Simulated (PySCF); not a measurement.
PySCF input for H₂N, SMILES [NH2], multiplicity 2, C-PCM-B3LYP/def2-TZVPD. Coordinates come from a B3LYP-D3(BJ)/def2-TZVPD optimisation. The isomer is the one that the SMILES or the coordinates give; other isomers of the formula were not compared.

```python
import numpy as np
from pyscf import gto, scf, dft
from pyscf.solvent import pcm

mol = gto.M(
    atom='''
    N     0.00000000   -0.00000000   -0.14175716
    H     0.00000000   -0.80628728    0.49615007
    H     0.00000000    0.80628729    0.49615007
    ''',
    basis='def2-TZVPD',
    charge=0,
    spin=1,
    max_memory=1600,
    verbose=3,
)
mf = dft.UKS(mol, xc='b3lyp').density_fit(auxbasis='def2-universal-jkfit')
mf.grids.level = 3
mf.conv_tol = 1e-9
mf.max_cycle = 100
mf.kernel()
fine, coarse = mf.grids, dft.Grids(mol).set(level=1).build(with_non0tab=True)
for _ in range(3):  # follow internal instabilities
    mf.grids = coarse
    mo, _, stable, _ = mf.stability(return_status=True, nroots=4)
    mf.grids = fine
    if stable:
        break
    mf.kernel(mf.make_rdm1(mo, mf.mo_occ))
res = {}
for name, eps in {'water': 78.355, 'dichloromethane': 8.93, 'ethylethanoate': 5.9867}.items():
    s = mf.PCM()
    s.with_solvent.method, s.with_solvent.eps, s.with_solvent.lebedev_order = 'C-PCM', eps, 29
    s.kernel(mf.make_rdm1())
    res[name] = (s.e_tot, eps, s.dip_moment(), s.mo_energy, s.converged)
    print(f'{name}: electrostatic solvation free energy {(s.e_tot - mf.e_tot) * 627.509474:.3f} kcal/mol')
```

Log of the run:

```

WARN: HOMO -0.265435668183134 >= LUMO -0.265435668183127

converged SCF energy = -55.9063470124087  <S^2> = 0.75325072  2S+1 = 2.0032481
<class 'pyscf.df.df_jk.DFUKS'> wavefunction is stable in the internal stability analysis

WARN: PCM is an experimental feature. It is still in testing.
Features and APIs may be changed in the future.

converged SCF energy = -55.9132394796357  <S^2> = 0.75329678  2S+1 = 2.0032941
Dipole moment(X, Y, Z, Debye): -0.00000,  0.00000,  2.25609
water: electrostatic solvation free energy -4.325 kcal/mol

WARN: PCM is an experimental feature. It is still in testing.
Features and APIs may be changed in the future.

converged SCF energy = -55.9124120093099  <S^2> = 0.75328962  2S+1 = 2.0032869
Dipole moment(X, Y, Z, Debye): -0.00000,  0.00000,  2.19553
dichloromethane: electrostatic solvation free energy -3.806 kcal/mol

WARN: PCM is an experimental feature. It is still in testing.
Features and APIs may be changed in the future.

converged SCF energy = -55.91196850111  <S^2> = 0.75328597  2S+1 = 2.0032833
Dipole moment(X, Y, Z, Debye):  0.00000,  0.00000,  2.16322
ethylethanoate: electrostatic solvation free energy -3.528 kcal/mol
```

The calculation finished and met its thresholds.
